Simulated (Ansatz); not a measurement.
Two structures of BH$_{2}$SF, closed shell, reached by relaxing down either side of one saddle point (PBE0-D4/def2-TZVP). Energies are electronic, without zero-point energy. Computed with Ansatz 0.2.0 (basis: def2-TZVPP and def2-QZVPP); correlated methods freeze the cores. Extrapolation: Hartree–Fock as exp(−7.88 √X), correlation as X^−2.97. First:

```
5
angstrom
B 0.2092 0.2321 0.4754
F 1.1826 -0.6623 0.5267
S -1.0100 0.2131 -0.8358
H -0.5166 -0.8569 -1.4848
H 0.1349 1.0741 1.3183
```

Second:

| atom | x (Å) | y (Å) | z (Å) |
| --- | --- | --- | --- |
| B1 | -0.4999 | 0.9206 | 0.4814 |
| F2 | 1.2350 | -1.5617 | -0.4070 |
| S3 | -1.3096 | 0.4999 | -0.8380 |
| H4 | 0.4843 | -1.0899 | -0.6840 |
| H5 | 0.0903 | 1.2312 | 1.4475 |

Problem. Which bonds change from the first to the second?

Solution. BH₂SF ([F][BH][SH]) → BHS ([BH][S]) + HF; bonds formed: F2–H4; bonds broken: B1–F2, S3–H4.

Problem. Give the saddle point's structure and its height above each. (Judge from chemistry; the value comes from the calculation.)

Solution. Computed: 2.312 eV above the first and 0.626 eV above the second (CCSD(T) at an estimated basis limit (MP2 extrapolated from triple and quadruple zeta, plus CCSD(T) − MP2 in triple zeta)).
```xyz
5
angstrom
B -0.1281 0.4360 0.3429
F 0.8846 -0.8469 0.0077
S -1.2334 0.3592 -0.9127
H 0.2002 -0.8915 -0.7665
H 0.2767 0.9431 1.3284
```

No T1 diagnostic of these runs exceeds 0.017.

Labels in which every atom is bracketed show which atoms are joined, not bond orders.

For scale, one of the runs: CCSD(T)/def2-TZVPP, 132 basis functions, launched by `ansatz run in.yaml --threads 2 --pin off --events-out ev --progress --plain --max-ram 4352MiB`. The run took 10 s on 2 CPU threads of an Arm Neoverse V1 (shared host), with 0.66 GiB of host memory at its peak.
